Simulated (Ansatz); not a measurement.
Input for Ansatz (development build ahead of 0.2.0):

```yaml
crystal:
  periodic: [false, false, false]
  atoms:
    - { symbol: P, position_ang: [0.0274, -0.03708, 0.14953] }
    - { symbol: H, position_ang: [1.19476, -5.0e-05, -0.60092] }
    - { symbol: H, position_ang: [-0.61804, 1.03758, -0.69679] }
    - { symbol: H, position_ang: [-0.6345, -1.01548, -0.6784] }
basis:
  gaussian: { orbitals: "6-31G" }
hamiltonian:
  xc: hf
correlation:
  method: mp2
  frozen_orbitals: { H: 0, P: 5 }
```

The input is written out in the form of the current development build from the run's settings.

The run gave:

```json
{
 "Converged": "yes",
 "Reference energy": "-342.39136 hartree",
 "Correlation energy": "-0.06510 hartree",
 "Total energy": "-342.45647 hartree",
 "Spin squared of the determinant": "0.000"
}
```
